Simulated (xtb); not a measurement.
C$_{2}$H$_{4}$Cl, charge -2, doublet, at a GFN2-xTB geometry of the parent state (a state made from the parent by changing its charge; the spin is typed, not shown lowest); GFN0-xTB (xtb 6.7.1).

xtb was given this input:
```
$ xtb mol.xyz --gfn 0 --chrg -2 --uhf 1 --json

# file mol.xyz
7

C     -0.04236295     0.94301768     0.11643630
C      1.46068694     0.70302549    -0.00366344
Cl    -0.80766603    -0.77835367     0.01458756
H     -0.36931829     1.35703846    -0.87902207
H      1.94738318     1.68689299    -0.01568052
H      1.83394692     0.15833098     0.87083844
H      1.80836665     0.15349103    -0.90076143
```

What the program printed (banner, timings and long lists left out):

```
   ID    Z sym.   atoms
    1    6 C      1, 2
    2   17 Cl     3
    3    1 H      4-7

           -------------------------------------------------
          |                Calculation Setup                |
           -------------------------------------------------

           -------------------------------------------------
          |                 G F N 0 - x T B                 |
           -------------------------------------------------

          ...................................................
          :                      SETUP                      :
          :.................................................:
          :  # basis functions                  26          :
          :  # atomic orbitals                  25          :
          :  # shells                           15          :
          :  # electrons                        21          :
          :  electronic temp.          300.0000000     K    :
          :  accuracy                    1.0000000          :
          :  -> integral cutoff          0.2500000E+02      :
          :  -> integral neglect         0.1000000E-07      :
          ...................................................

         :::::::::::::::::::::::::::::::::::::::::::::::::::::
         ::                     SUMMARY                     ::
         :::::::::::::::::::::::::::::::::::::::::::::::::::::
         :: total energy             -13.067038242680 Eh    ::
         :: gradient norm              0.212834552377 Eh/a0 ::
         :: HOMO-LUMO gap              2.384220836764 eV    ::
         ::.................................................::
         :: H0 energy                -11.201868504048 Eh    ::
         :: repulsion energy           0.081580270061 Eh    ::
         :: electrostat energy        -1.944487949512 Eh    ::
         :: -> Gsolv                   0.000000000000 Eh    ::
         ::    -> Gsasa                0.000000000000 Eh    ::
         ::    -> Gshift               0.000000000000 Eh    ::
         :: dispersion energy         -0.002262059180 Eh    ::
         :: short-range corr.          0.000000000000 Eh    ::
         :: add. restraining           0.000000000000 Eh    ::
         :: total charge              -2.000000000000 e     ::
         :::::::::::::::::::::::::::::::::::::::::::::::::::::

           -------------------------------------------------
          |                Property Printout                |
           -------------------------------------------------

    * Orbital Energies and Occupations

         #    Occupation            Energy/Eh            Energy/eV
      -------------------------------------------------------------
         1        2.0000           -0.9650892             -26.2614
         2        2.0000           -0.6264918             -17.0477
         3        2.0000           -0.5923757             -16.1194
         4        2.0000           -0.5390997             -14.6696
         5        2.0000           -0.5336192             -14.5205
         6        2.0000           -0.4996508             -13.5962
         7        2.0000           -0.4771126             -12.9829
         8        2.0000           -0.4412464             -12.0069
         9        2.0000           -0.4257741             -11.5859
        10        2.0000           -0.3833995             -10.4328
        11        1.0000           -0.2341506              -6.3716 (HOMO)
        12                         -0.1465321              -3.9873 (LUMO)
        13                         -0.1072511              -2.9185
        14                         -0.0873318              -2.3764
        15                         -0.0809712              -2.2033
        16                         -0.0558096              -1.5187
        17                         -0.0501745              -1.3653
        18                         -0.0484158              -1.3175
        19                         -0.0457015              -1.2436
        20                          0.0401573               1.0927
        21                          0.0693097               1.8860
        22                          0.1702956               4.6340
       ...                                ...                  ...
        25                          0.3419737               9.3056
      -------------------------------------------------------------
                  HL-Gap            0.0876185 Eh            2.3842 eV
             Fermi-level            0.0000000 Eh            0.0000 eV

     #   Z          covCN         q      C6AA      α(0)
     1   6 C        2.766    -0.472    44.794    10.926
     2   6 C        3.778    -0.059    24.235     7.099
     3  17 Cl       0.906    -0.756   123.114    16.961
     4   1 H        0.918    -0.086     5.113     3.537
     5   1 H        0.924    -0.241    14.496     5.954
     6   1 H        0.924    -0.192    10.238     5.004
     7   1 H        0.922    -0.194    10.376     5.038

 Mol. C6AA /au·bohr⁶  :       1237.485458
 Mol. C8AA /au·bohr⁸  :      31489.412447
 Mol. α(0) /au        :         54.517763

Wiberg/Mayer (AO) data.
largest (>0.10) Wiberg bond orders for each atom

 ---------------------------------------------------------------------------
     #   Z sym  total        # sym  WBO       # sym  WBO       # sym  WBO
 ---------------------------------------------------------------------------
     1   6 C    2.863 --     2 C    1.040     4 H    1.015     3 Cl   0.779
     2   6 C    3.980 --     1 C    1.040     6 H    0.978     5 H    0.978
                             7 H    0.973
     3  17 Cl   0.850 --     1 C    0.779
     4   1 H    1.050 --     1 C    1.015
     5   1 H    1.001 --     2 C    0.978
     6   1 H    0.995 --     2 C    0.978
     7   1 H    0.985 --     2 C    0.973
 ---------------------------------------------------------------------------

Topologies differ in total number of bonds
Writing topology from bond orders to xtbtopo.mol

 dipole moment from electron density (au)
     X       Y       Z
   1.5790  -0.8228  -0.6163  total (Debye):    4.789

           -------------------------------------------------
          | TOTAL ENERGY              -13.067038242680 Eh   |
          | GRADIENT NORM               0.212834552377 Eh/α |
          | HOMO-LUMO GAP               2.384220836764 eV   |
           -------------------------------------------------

normal termination of xtb
```
